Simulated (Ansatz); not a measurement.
# The boron atom (doublet): the correlation ladder, aug-cc-pVTZ

One table from this session's results is given with a row withheld; the runs are named, their logs left out.

Program: Ansatz 0.2.0, Gaussian basis. Level of theory: aug-cc-pVTZ, core rule «outside noble gas», up to 1 orbitals frozen. These are calculated values, not measurements.

To be run: UHF; CCSD(T) on ROHF; CCSD(T) on UHF; BCCD(T) on ROHF; CISD; CCSDT on ROHF; CCSDT on UHF; CASSCF and MRCISD+Q, 3 electrons in 4 orbitals; CASSCF and MRCISD+Q(relaxed), 3 electrons in 4 orbitals; CASSCF and NEVPT4(SD), 3 electrons in 4 orbitals; CASSCF and NEVPT2, 3 electrons in 4 orbitals.

## The atom

A free atom, in its lowest state of this spin that the program finds.

1 atom, charge 0, spin multiplicity 2.

The first run:

The input, in.yaml:

```yaml
crystal:
  periodic: [false, false, false]
  atoms:
    - {symbol: B, position_ang: [0.000000, 0.000000, 0.000000]}
basis:
  gaussian: {orbitals: aug-cc-pVTZ}
magnetization: {spin_polarized: true, initial_magnetization: 1}
hamiltonian: {xc: hf}
output: {orbitals: {seedname: orbitals}}
```

The run is started by

```sh
$ ansatz run in.yaml --threads 1 --pin off --events-out ev --progress --plain --max-ram 2393MiB
```

Steps of the session up to this table: UHF; CCSD(T) on ROHF; CCSD(T) on UHF; BCCD(T) on ROHF; CISD; CCSDT on ROHF; CCSDT on UHF; CASSCF and MRCISD+Q, 3 electrons in 4 orbitals; CASSCF and MRCISD+Q(relaxed), 3 electrons in 4 orbitals; CASSCF and NEVPT4(SD), 3 electrons in 4 orbitals; CASSCF and NEVPT2, 3 electrons in 4 orbitals.

One table of the session follows, with a row left open; its other results are not shown here.

```
                   method  from RCCSD(T) (meV)
                     ROHF              +1911.0
                      UHF              +1803.0
                     RMP2               +591.0
                     UMP2               +594.7
                     CISD                +40.2
                    RCCSD                +40.4
                    UCCSD                +36.4
                 RCCSD(T)                    0
                 UCCSD(T)                 -0.5
                  BCCD(T)                 +0.3
                   RCCSDT                -12.0
                   UCCSDT                    ?
           CASSCF valence               +976.9
           NEVPT2 valence               +227.9
       NEVPT4(SD) valence                 +9.2
           MRCISD valence                 -1.9
         MRCISD+Q valence                -29.9
MRCISD+Q(relaxed) valence                -34.5
```

Q: Estimate the row for UCCSDT from the others.

The run gave: from RCCSD(T) (meV): -12.6. In the column «from RCCSD(T) (meV)» it lies between MRCISD+Q valence (-29.9) and RCCSDT (-12.0).

Caveats from the session: Restricted and unrestricted rows rest on different reference determinants; where their highest levels disagree by more than a few hundredths of an eV, they describe different states and don't form one ladder.
